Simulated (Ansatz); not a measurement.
Li₂H₂ (the lowest singlet isomer of a short search), 4 atoms. Hardware: 4 threads of Arm Neoverse V1 on a shared host.

Correlated methods freeze no core orbitals; core or outer-core shells of Li are correlated, in sets that lack core-valence functions.

(1) How many basis functions does each of these Ansatz runs have, and roughly what does it cost? PBE-D4/def2-TZVP, charge 0 triplet, relaxation, 9 steps; B97M-V/def2-TZVP, charge 0 singlet, energy, from earlier orbitals; PBE with 10 % exact exchange/def2-TZVP, charge 0 quintet, energy, from earlier orbitals; PBE with 35 % exact exchange/def2-TZVP, charge 0 triplet, energy, from earlier orbitals; r2SCAN-D4/def2-TZVP, charge 0 unrestricted singlet, energy, from earlier orbitals; PBE with 15 % exact exchange/def2-TZVP, charge 0 quintet, energy, from earlier orbitals; PBE0-D4/def2-TZVP, charge 1 doublet at the geometry of the charge 0 singlet, energy; B97M-V/def2-TZVP, charge 0 triplet, energy, from earlier orbitals; r2SCAN0-D4/def2-TZVP, charge 0 singlet, energy, from earlier orbitals; CCSD(T)/def2-TZVPD, charge -1 doublet at the geometry of the charge 0 singlet, energy, from earlier orbitals; PBE with 10 % exact exchange/def2-TZVP, charge 0 triplet, energy, from earlier orbitals; PBE0-D4/def2-SVP, charge 0 singlet, energy, from earlier orbitals.

Answers

(1) Other jobs shared the machine, so times can vary by a factor of up to 3. A dash marks memory too small to be measured apart from the calling script's.

```csv
run,functions,fitting or Cholesky vectors,wall time,peak host memory (GiB)
"PBE0-D4/def2-SVP, charge 0 singlet, energy, from earlier orbitals",28,360,0.2 s,–
"PBE with 15 % exact exchange/def2-TZVP, charge 0 quintet, energy, from earlier orbitals",40,346,0.25 s,–
"PBE with 10 % exact exchange/def2-TZVP, charge 0 quintet, energy, from earlier orbitals",40,346,0.25 s,–
"PBE0-D4/def2-TZVP, charge 1 doublet at the geometry of the charge 0 singlet, energy",40,346,0.3 s,–
"PBE with 35 % exact exchange/def2-TZVP, charge 0 triplet, energy, from earlier orbitals",40,346,0.3 s,–
"PBE with 10 % exact exchange/def2-TZVP, charge 0 triplet, energy, from earlier orbitals",40,346,0.35 s,–
"r2SCAN0-D4/def2-TZVP, charge 0 singlet, energy, from earlier orbitals",40,346,0.5 s,–
"r2SCAN-D4/def2-TZVP, charge 0 unrestricted singlet, energy, from earlier orbitals",40,346,0.65 s,–
"B97M-V/def2-TZVP, charge 0 singlet, energy, from earlier orbitals",40,346,0.65 s,–
"CCSD(T)/def2-TZVPD, charge -1 doublet at the geometry of the charge 0 singlet, energy, from earlier orbitals",52,540,0.9 s,–
"B97M-V/def2-TZVP, charge 0 triplet, energy, from earlier orbitals",40,346,1.2 s,–
"PBE-D4/def2-TZVP, charge 0 triplet, relaxation, 9 steps",40,346,3.4 s,–
```
